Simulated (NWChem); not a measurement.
**Lowest excitation of hydrazine (H₄N₂)**

```
N
H 1 1.0170
H 1 1.0212 2 107.41
N 1 1.4029 2 108.92 3 123.24
H 4 1.0170 1 108.92 2 151.12
H 4 1.0212 5 107.41 1 -123.24
```
Charge 0, spin multiplicity 1.

All runs are NWChem calculations. Structure: optimised with PBE0/def2-SVP, a minimum by its harmonic frequencies. It is one conformer; others weren't searched.

Basis set: def2-SVPD.

```json
[
 {"method": "CIS", "lowest vertical singlet excitation energy (eV)": "7.93", "relative cost": "1", "difference from EOM-CCSD": "+1.11"},
 {"method": "TD-PBE", "lowest vertical singlet excitation energy (eV)": "5.86", "relative cost": "under 3", "difference from EOM-CCSD": "-0.96"},
 {"method": "TDA-BHandHLYP", "lowest vertical singlet excitation energy (eV)": "6.99", "relative cost": "under 3", "difference from EOM-CCSD": "+0.17"},
 {"method": "TD-B3LYP", "lowest vertical singlet excitation energy (eV)": "6.30", "relative cost": "under 3", "difference from EOM-CCSD": "-0.51"},
 {"method": "EOM-CCSD", "lowest vertical singlet excitation energy (eV)": "6.82", "relative cost": "4", "difference from EOM-CCSD": "0.00"}
]
```

The values span 2.08 eV, from TD-PBE (lowest) to CIS (highest). The cost column gives rough processor time relative to CIS; each entry includes its own SCF.

The correlated methods keep 2 core orbitals frozen. B3LYP has NWChem's definition, with VWN1-RPA local correlation. Coupled-cluster values serve here as a point of comparison, not as the truth.
